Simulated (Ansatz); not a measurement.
The Mg atom from Hartree–Fock to CCSD(T)

Total charge 0; spin multiplicity 1. Correlated methods include outer-core shells of Mg, which these sets cover unevenly. A free atom. Frozen core, restricted reference, Ansatz 0.2.0.

| basis | HF (Eh) | MP2 corr. | CCSD corr. | (T) | CCSD(T) total |
| --- | --- | --- | --- | --- | --- |
| def2-SVP | -199.53481 | -0.02603 | -0.03764 | -0.00028 | -199.57273 |
| def2-TZVPP | -199.60663 | -0.18605 | -0.20000 | -0.00206 | -199.80869 |
| def2-QZVPP | -199.61449 | -0.22281 | -0.23766 | -0.00324 | -199.85539 |
